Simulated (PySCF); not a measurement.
Gas-phase reaction: 2 SiH₂ + 5 F₂ ⇌ 2 SiF₃ + 4 HF

Computed with PySCF (xtb for GFN2) and rigid-rotor harmonic-oscillator thermochemistry at 1 bar. The comparison is the NASA 1993 polynomial table, which mixes measured and estimated data. After a fit of one offset per element over all species, the range-separated, M06-2X, PBE0/def2-QZVP and CCSD(T)/def2-TZVPP enthalpies, where run, lie to one side of the table for SiF₃ (+99 kJ/mol): a fault of the table's entry, another state or a shared error of the levels is possible; this was not checked at source. † marks an energy on the PBE0/def2-TZVP geometry and frequencies; other levels use their own. MP2 freezes the core. 6-31G* has spherical d functions here. Open shells (unrestricted): SiF₃ (multiplicity 2); the rest are closed-shell singlets. GFN2 has no spin-polarisation term. B3LYP is the form with VWN-RPA correlation. MP2 isn't extrapolated to the basis-set limit; its ΔH°(298 K) is -3551.8 kJ in def2-SVP and -3790.3 kJ in def2-TZVPP. The harmonic model lacks anharmonicity and excited electronic states, which grow with temperature; levels with a mode under 35 cm⁻¹ are left out. The table's entry may be an old estimate for SiH₂, SiF₃ (not checked at source).

```json
[
 {"level": "table", "ΔH°(298 K), kJ": "-3751.6", "minus table": "-", "ΔG°(1800 K), kJ": "-3437.8"},
 {"level": "B3LYP/def2-TZVP†", "ΔH°(298 K), kJ": "-3494.3", "minus table": "257.3", "ΔG°(1800 K), kJ": "-3216.7"},
 {"level": "GFN2-xTB", "ΔH°(298 K), kJ": "-2613.7", "minus table": "1137.9", "ΔG°(1800 K), kJ": "-2341.4"},
 {"level": "HF/6-31G*", "ΔH°(298 K), kJ": "-3599.4", "minus table": "152.2", "ΔG°(1800 K), kJ": "-3321.9"},
 {"level": "M06-2X/def2-TZVP†", "ΔH°(298 K), kJ": "-3678.3", "minus table": "73.3", "ΔG°(1800 K), kJ": "-3400.7"},
 {"level": "MP2/def2-TZVPP†", "ΔH°(298 K), kJ": "-3790.3", "minus table": "-38.7", "ΔG°(1800 K), kJ": "-3512.7"},
 {"level": "PBE/def2-SVP", "ΔH°(298 K), kJ": "-3179.2", "minus table": "572.4", "ΔG°(1800 K), kJ": "-2903.9"},
 {"level": "PBE/def2-TZVP†", "ΔH°(298 K), kJ": "-3377.0", "minus table": "374.6", "ΔG°(1800 K), kJ": "-3099.4"},
 {"level": "PBE0/def2-SVP†", "ΔH°(298 K), kJ": "-3349.5", "minus table": "402.1", "ΔG°(1800 K), kJ": "-3071.9"},
 {"level": "ωB97M-V/def2-TZVP†", "ΔH°(298 K), kJ": "-3518.5", "minus table": "233.1", "ΔG°(1800 K), kJ": "-3240.9"}
]
```
